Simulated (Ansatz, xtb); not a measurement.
## A geometry optimisation of CHBCl− with r2SCAN-D4/def2-SVPD

The starting geometry of this gas-phase singlet has its atoms placed at random.

```xyz
4

C     0.9493   -1.1162    0.5917
B     0.5861    1.2754    0.4571
Cl   -0.7891   -0.8731   -0.1133
H    -0.8328    0.4895   -1.1428
```

Problem. One run relaxed it with r2SCAN-D4/def2-SVPD. What is a likely outcome?

Solution. It ends as `C#[B-]Cl`. Distances that change by over a tenth: Cl3–H4 (1.71 → 4.18 Å). Contacts that open: C1–Cl3 (1.89 → 3.10 Å). Contacts that close: C1–B2 (2.42 → 1.33 Å), C1–H4 (2.96 → 1.08 Å), B2–Cl3 (2.61 → 1.78 Å).

The energy falls by 10.29 eV over 31 steps:

| step | E − E(last) (eV) |
| --- | --- |
| 1 | 10.295 |
| 4 | 6.626 |
| 8 | 2.826 |
| 11 | 1.982 |
| 14 | 1.902 |
| 18 | 1.382 |
| 21 | 1.006 |
| 24 | 0.482 |
| 28 | 0.002 |
| 31 | 0.000 |

Final geometry (Å):

```json
{"atom": "C", "x (Å)": "0.4388", "y (Å)": "0.6381", "z (Å)": "0.0347"}
{"atom": "B", "x (Å)": "-0.2899", "y (Å)": "-0.4606", "z (Å)": "-0.1022"}
{"atom": "Cl", "x (Å)": "-1.2670", "y (Å)": "-1.9337", "z (Å)": "-0.2859"}
{"atom": "H", "x (Å)": "1.0317", "y (Å)": "1.5318", "z (Å)": "0.1461"}
```

From the same start GFN2-xTB ends elsewhere, at `[C]=[BH-]Cl`.

From so rough a start the end depends on the optimiser's path, so another program may land elsewhere. The end wasn't checked by frequencies. Run with Ansatz 0.2.0, 69 s on 2 threads of Intel(R) Xeon(R) Processor @ 2.50GHz (Skylake/Cascade Lake), on a shared host.
